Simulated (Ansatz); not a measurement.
CaCo2As2: a prediction, then the measurements

Level of theory: DFT r2SCAN, scalar-relativistic, plane waves, PAW (Ansatz 0.2.0).

Cutoff 500 eV; k points 12×12×12 on the computed 5-atom cell (Γ-centred); Gaussian smearing, width 0.10 eV; collinear spin from starting moments 0 0.93 0.93 0 0 μB.

Relaxed structure, symmetry kept:

```cif
data_structure
_symmetry_space_group_name_H-M 'I4/mmm'
_symmetry_Int_Tables_number 139
_cell_length_a 4.0050
_cell_length_b 4.0050
_cell_length_c 10.0980
_cell_angle_alpha 90.000
_cell_angle_beta 90.000
_cell_angle_gamma 90.000
_cell_volume 161.97
loop_
_atom_site_label
_atom_site_type_symbol
_atom_site_symmetry_multiplicity
_atom_site_Wyckoff_symbol
_atom_site_fract_x
_atom_site_fract_y
_atom_site_fract_z
_atom_site_occupancy
Ca1 Ca 2 a 0.00000 0.00000 0.00000 1
Co1 Co 4 d 0.00000 0.50000 0.25000 1
As1 As 4 e 0.00000 0.00000 0.36377 1
```

```json
{"Space group": "I4/mmm (No. 139)", "Volume per atom": "16.20 Å³", "Formation energy from the elements' standard states (uncorrected)": "-0.608 eV/atom", "Generalised Kohn–Sham band gap": "none (metal)", "Density of states at the Fermi level": "2.22 states/eV per cell", "Löwdin character within 0.5 eV of the Fermi level": "Co 3d 57 %, As 4p 25 %, unprojected 12 %", "Bader charges (e)": "Ca (1 in the cell) 1.41, Co (2 in the cell) 0.00, As (2 in the cell) -0.70", "Total moment": "1.62 μB per cell", "Site moments (μB; atoms counted from 1 over the whole cell)": "Co (atom 2) 0.84, Co (atom 3) 0.84"}
```

The state reached may not be the lowest one.

Only this magnetic start was tried.

**Experimental background.**

“Crystallographic, Electronic, Thermal and Magnetic Properties of Single-Crystal SrCo2As2”, 2013, arxiv:1306.5222 quotes, for a bulk crystal of CaCo2As2: lattice constant a 3.9831 ± 0.0002 Å; lattice constant c 10.2732 ± 0.0006 Å.

Against the measured lattice constant a of CaCo2As2, 3.9831 Å (quoted in the paper above), the calculated 4.005 Å is off by +0.5 %. A measured lattice constant c of CaCo2As2 is 10.2732 Å (quoted in the paper above); the calculated 10.098 Å misses it by -1.7 %. 2 values of this kind are on record (10.27 to 10.2732 Å); this one was drawn at random, those with a stated uncertainty first. The calculation is for 0 K without zero-point motion.

Cost: 1 run of about 6.7 core-minutes, on Oxide Virtual Turin-like Processor (Zen 5) (shared hosts).